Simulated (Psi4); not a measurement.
Reaction (SMILES): C=CF + 3 [H][H] (H2) → 2 C (CH4) + F (HF)
B3LYP-D3(BJ)/def2-TZVP geometries, fixed; electronic energies without zero-point terms.
Largest species:
```
C
C 1 1.3174
F 1 1.3475 2 122.16
H 2 1.0798 1 119.40 3 180.00
H 2 1.0810 4 119.01 1 180.00
H 1 1.0823 2 126.09 4 0.00
```

Effect of the integral screening threshold at PBE/cc-pVTZ with Psi4, against the last row, where the energy of full hydrogenation is -75.88 kcal/mol.

| setting | largest shift of a total energy (mEh) | shift of the energy of full hydrogenation (kcal/mol) |
|---|---|---|
| ints_tolerance: 1e-6 | 0.001 | -0.001 |
| ints_tolerance: 1e-8 | 0.000 | 0.000 |
| ints_tolerance: 1e-10 | 0.000 | 0.000 |
| ints_tolerance: 1e-14 | 0.000 | 0.000 |

Within 0.02 kcal/mol in the energy of full hydrogenation: ints_tolerance: 1e-6; ints_tolerance: 1e-8; ints_tolerance: 1e-10. The largest shift is 0.001 mEh in a total energy and 0.001 kcal/mol in the difference.
